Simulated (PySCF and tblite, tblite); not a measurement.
One step of a conformer study of C2H6S, numbered as in [CH3:1][CH2:2][SH:3]: GFN2-xTB geometry optimisation, gas phase (tblite); conformer with -178°.

Torsions listed: C1–C2–S3–H3. Of a mirror pair one member is shown.

Input:

```
{"job": {"xc": "GFN2-xTB", "basis": "xTB", "kind": "relax"}, "charge": 0, "multiplicity": 1}
C     -0.988300    -0.450600    -0.094400
C      0.207900     0.427800     0.177000
S      1.750300    -0.544800     0.037500
H     -1.913500     0.152600    -0.007000
H     -0.972800    -0.858300    -1.102000
H     -1.071600    -1.280500     0.612700
H      0.251300     1.261100    -0.523300
H      0.162300     0.841000     1.202600
H      2.588000     0.457700     0.327500
```

Launched as:

```sh
OMP_NUM_THREADS=1 python ens_run.py task.json out
```

Output (atoms count from 0 there):

```
step      E/eV     max force
  0    -287.76633    0.893
  1    -287.78136    0.196
  2    -287.78294    0.114
  3    -287.78448    0.108
  4    -287.78526    0.093
  5    -287.78594    0.084
  6    -287.78623    0.047
  7    -287.78641    0.050
  8    -287.78660    0.047
  9    -287.78675    0.048
 10    -287.78684    0.025
 11    -287.78684    0.025
 12    -287.78687    0.022
 13    -287.78694    0.020
 14    -287.78696    0.018
 15    -287.78699    0.012
 16    -287.78701    0.013
 17    -287.78704    0.017
 18    -287.78705    0.015
 19    -287.78707    0.012
 20    -287.78708    0.011
 21    -287.78709    0.011
 22    -287.78710    0.008
 23    -287.78711    0.004
```
